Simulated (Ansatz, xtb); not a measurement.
Isomers of C5H7− in order of energy

4 gas-phase structures of C5H7−, from a drawn sample of its isomers (lower ones may exist). Each was relaxed with GFN2-xTB:

A. `[C-]#CC(C)C`, a singlet
B. `C[CH-]C1C=C1`, a singlet
C. a singlet given by its coordinates
D. a singlet given by its coordinates

D (Å):

```xyz
12

C    -1.9505    0.1532    1.8587
C    -1.0858   -0.3314    0.9557
C    -0.5441   -0.9382    0.0006
C     0.8186   -1.0173   -0.5830
C     0.9673   -2.2414   -1.5010
H    -2.1474   -0.3508    2.8050
H    -2.5171    1.0683    1.6871
H     1.0289   -0.1160   -1.1872
H     1.6194   -1.0762    0.1836
H     0.2171   -2.2108   -2.2910
H     0.8172   -3.1581   -0.9306
H     1.9588   -2.2826   -1.9654
```

Close contacts (Å): C1–C2 1.34, C2–C3 1.25, C3–C4 1.48, C4–C5 1.54, C1–H6 1.09, C1–H7 1.09, C4–H8 1.11, C4–H9 1.11, C5–H10 1.09, C5–H11 1.09, C5–H12 1.10.

C (Å):

```xyz
12

C    -2.1694    0.5502    1.2419
C    -1.1766   -0.1751    1.0140
C    -0.3987   -1.2654    0.8452
C    -0.0951   -1.8455   -0.5018
C     1.2795   -1.4222   -1.0745
H    -2.2825    1.6287    1.2594
H     0.2184   -1.6334    1.6700
H    -0.8678   -1.5322   -1.2145
H    -0.1015   -2.9529   -0.4779
H     2.0782   -1.7327   -0.3992
H     1.4694   -1.8678   -2.0575
H     1.3226   -0.3380   -1.1722
```

Close contacts (Å): C1–C2 1.25, C2–C3 1.35, C3–C4 1.50, C4–C5 1.55, C1–H6 1.08, C3–H7 1.09, C4–H8 1.10, C4–H9 1.11, C5–H10 1.09, C5–H11 1.10, C5–H12 1.09.

**Question.** Estimate their order in r2SCAN-D4/def2-SVPD energy at these geometries, lowest first.

**Answer.** Calculated order at r2SCAN-D4/def2-SVPD: A (0.0), D (1.4), C (2.6), B (41.6) kcal/mol.

Energies above the lowest of each column, in kcal/mol; the last columns are at PBE0-D3(BJ)/def2-SVPD geometries and were run for some of them only (a dash: not run or not comparable):

```csv
structure,GFN2-xTB,HF/STO-3G,r2SCAN-D4/def2-SVPD,PBE0-D3(BJ)/def2-SVPD,CCSD(T)/def2-SVPD + ΔMP2/def2-TZVPPD
A,8.7,0.0,0.0,0.1,0.0
D,0.0,13.7,1.4,0.0,5.9
C,1.2,14.0,2.6,0.4,6.0
B,36.9,77.7,41.6,–,–
```

CCSD(T)/def2-SVPD + ΔMP2/def2-TZVPPD puts A lowest of those it was run on; GFN2-xTB picks D. Flexible structures stand in one conformer each, not always the lowest. Frequencies (GFN2-xTB) were run for A, C, D alone. ΔMP2 is the change of the MP2 energy from the smaller to the larger basis.

Over these structures GFN2-xTB departs from r2SCAN-D4/def2-SVPD by 4.2 kcal/mol on average once a common shift is removed. A GFN2-xTB relaxation took about 0.095 s and the r2SCAN-D4/def2-SVPD energy about 1.8 s on a shared host (Ansatz 0.2.0, xtb 6.7.1).
